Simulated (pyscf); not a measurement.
## Four-centre exchange: H₂B–Cl + H₂C=CH₂ → H₂B–Cl + H₂C=CH₂

Gas phase, singlet surface, charge 0. Bonds broken: B1–H7, H3–C5. Bonds formed: B1–H3, C5–H7. Optimised with ωB97X-D3(BJ)/def2-SVP in PySCF. MP2 and CC: frozen core, UHF for open shells. ΔMP2 is the change of the MP2 total energy from the triple- to the quadruple-zeta basis.

Transition state (Å):

```xyz
10

B     -1.2739    -1.0139     0.4182
Cl    -0.6780    -2.7189     0.3390
H     -1.5723    -0.5795    -0.7162
H     -2.2457    -0.6880     1.0532
C     -0.3168     0.1722    -0.5177
C     -0.4673     1.4915    -0.6807
H     -0.4080    -0.2476     0.8949
H      0.4887    -0.4048    -0.9808
H      0.2461     2.0303    -1.3071
H     -1.2789     2.0520    -0.2097
```

One imaginary mode, 1098i cm⁻¹; descent along it reached the two sides named.

```
bond   change  reactant side (Å)  saddle  product side
-----  ------  -----------------  ------  ------------
B1–H7  breaks              1.203   1.251           3.0
H3–C5  breaks              1.112   1.477           3.3
B1–H3   forms                3.1   1.251         1.203
C5–H7   forms                3.3   1.476         1.099
```

Electronic energies relative to the separated reactants (kJ/mol):

```
level                             barrier  reaction energy  reverse barrier
--------------------------------  -------  ---------------  ---------------
ωB97X-D3(BJ)/def2-TZVP              171.9              0.0            171.9
PBE/def2-TZVP                       127.5              0.0            127.5
r²SCAN/def2-TZVP                    139.8              0.0            139.8
B3LYP-D3(BJ)/def2-TZVP              170.8              0.0            170.8
PBE0-D3(BJ)/def2-TZVP               139.6              0.0            139.6
M06-2X/def2-TZVP                    169.4              0.0            169.4
ωB97M-D3(BJ)/def2-TZVP              171.5              0.0            171.5
HF/def2-TZVP                        287.9              0.0            287.9
MP2/def2-QZVPP                      168.3              0.0            168.3
CCSD/def2-TZVPP                     199.7              0.0            199.7
CCSD(T)/def2-TZVPP                  183.7              0.0            183.7
CCSD(T)/def2-TZVPP + ΔMP2(QZVPP)    181.0              0.0            181.0
```

With CCSD(T)/def2-TZVPP + ΔMP2(QZVPP) energies and thermal terms (ideal gas, 1 atm, RRHO with modes under 100 cm⁻¹ raised to 100, one conformer, R ln 2 for chiral ones without a mode under 150 cm⁻¹), in kJ/mol:

```tsv
T (K)	ΔH‡	ΔG‡	ΔH	ΔG
298	177.4	222.9	0.0	0.0
600	179.3	268.5	0.0	0.0
900	182.3	312.5	0.0	0.0
1200	185.5	355.4	0.0	0.0
```

At the saddle there is also a short B–C contact that neither side keeps. One saddle was located; it need not be the lowest between these sides. The CCSD(T) − MP2 part came from Ansatz, without density fitting, on the same reference.
